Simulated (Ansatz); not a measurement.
Conformers of C6H12, SMILES `C=CC(C)CC`, each relaxed with PBE0-D4/def2-TZVP in Ansatz. CBS adds the triple-zeta coupled-cluster correction to the MP2 limit.

Not all of them had a frequency check.

Conformer A:

Cartesian coordinates in Å:
```
C -1.212 -1.650 -1.152
C -0.561 -1.179 -0.098
C -0.433 0.263 0.276
C -1.065 0.513 1.642
C 1.032 0.708 0.270
C 1.689 0.641 -1.096
H -1.714 -0.985 -1.849
H -1.269 -2.712 -1.358
H -0.069 -1.880 0.577
H -0.973 0.857 -0.473
H -0.559 -0.073 2.415
H -2.120 0.233 1.648
H -0.987 1.567 1.920
H 1.589 0.089 0.984
H 1.082 1.733 0.654
H 2.729 0.973 -1.053
H 1.676 -0.377 -1.494
H 1.166 1.279 -1.814
```

Conformer B:

```xyz
18

C    -2.126    0.884   -1.446
C    -1.021    0.173   -1.274
C    -0.062    0.323   -0.136
C     1.315    0.721   -0.660
C    -0.017   -0.971    0.684
C     0.834   -0.886    1.940
H    -2.416    1.657   -0.741
H    -2.781    0.723   -2.295
H    -0.765   -0.594   -2.005
H    -0.432    1.125    0.516
H     1.728   -0.065   -1.300
H     1.255    1.636   -1.252
H     2.021    0.894    0.155
H     0.348   -1.783    0.043
H    -1.043   -1.237    0.958
H     1.890   -0.727    1.710
H     0.507   -0.064    2.582
H     0.763   -1.808    2.521
```

Conformer C:

Z-matrix (Å, degrees):
```
C
C 1 1.497
C 1 1.536 2 111.9
C 1 1.526 2 110.6 3 125.7
H 1 1.096 2 107.4 3 -116.7
C 2 1.325 1 125.0 3 112.2
H 2 1.089 1 116.2 3 -68.3
C 3 1.520 1 115.6 2 62.1
H 3 1.096 1 107.9 2 -175.4
H 3 1.095 1 108.2 2 -60.6
H 4 1.092 1 110.8 2 61.3
H 4 1.093 1 111.5 2 -58.3
H 4 1.094 1 110.9 2 -178.5
H 6 1.086 2 121.3 1 0.0
H 6 1.084 2 121.7 1 180.0
H 8 1.092 3 110.5 1 179.5
H 8 1.093 3 111.8 1 -61.1
H 8 1.093 3 112.0 1 60.0
```

Q: Which is lowest in electronic energy at CCSD(T)/CBS (frozen core, def2 sets), and by how much? (An estimate is asked.)

A: The calculation gave: A; B lies 2.7 kJ/mol higher, C lies 5.6 kJ/mol higher.

Q: Give the energies relative to A (kJ/mol) with B3LYP-D4/def2-TZVPP, ωB97M-V/def2-TZVPP, PBE0/def2-TZVPP, HF/def2-TZVPP, MP2/def2-TZVPP, HF/CBS(def2), CCSD/CBS(def2). (Best estimate.)

A: Computed: 
```tsv
level	B	C
B3LYP-D4/def2-TZVPP	2.9	5.4
ωB97M-V/def2-TZVPP	2.9	5.7
PBE0/def2-TZVPP	2.5	6.1
HF/def2-TZVPP	2.1	6.1
MP2/def2-TZVPP	3.3	5.9
HF/CBS(def2)	2.0	6.0
CCSD/CBS(def2)	2.6	5.6
```

B3LYP here is the variant with VWN-RPA as its local correlation; programs differ in this.
